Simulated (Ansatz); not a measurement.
# C2Al: the cost of one run

The runs use Ansatz 0.2.0, Gaussian basis; def2-QZVPP, core rule «outside noble gas», up to 7 orbitals frozen.

To be run: UHF; ROHF; CCSD(T) on UHF.

## Step 1: The geometry

The geometry is a PBE0/def2-TZVP stationary point (not a proven minimum) of the parent state, kept for this charge and spin.

3 atoms, charge 1, spin multiplicity 3.

Atoms are counted from 1 here; the program's logs count them from 0.

Bond lengths: C1–Al2 1.931 Å, Al2–C3 1.931 Å. Angles: C1–Al2–C3 180.0°.

## Step 2: UHF

in.yaml reads:

```yaml
crystal:
  periodic: [false, false, false]
  atoms:
    - {symbol: C, position_ang: [0.000000, 0.000000, 1.931400]}
    - {symbol: Al, position_ang: [0.000000, 0.000000, 0.000000]}
    - {symbol: C, position_ang: [0.000000, 0.000000, -1.931400]}
basis:
  gaussian: {orbitals: "def2-QZVPP.json"}
total_charge: 1
magnetization: {spin_polarized: true, initial_magnetization: 2}
hamiltonian: {xc: hf}
output: {orbitals: {seedname: orbitals}}
```

Started as:

```console
> ansatz run in.yaml --threads 1 --pin off --events-out ev --progress --plain --max-ram 2393MiB
```

Q: Estimate wall time and peak memory on 1 thread of Arm Neoverse V1, shared host.

About 56 s, with a peak of 0.38 GiB.
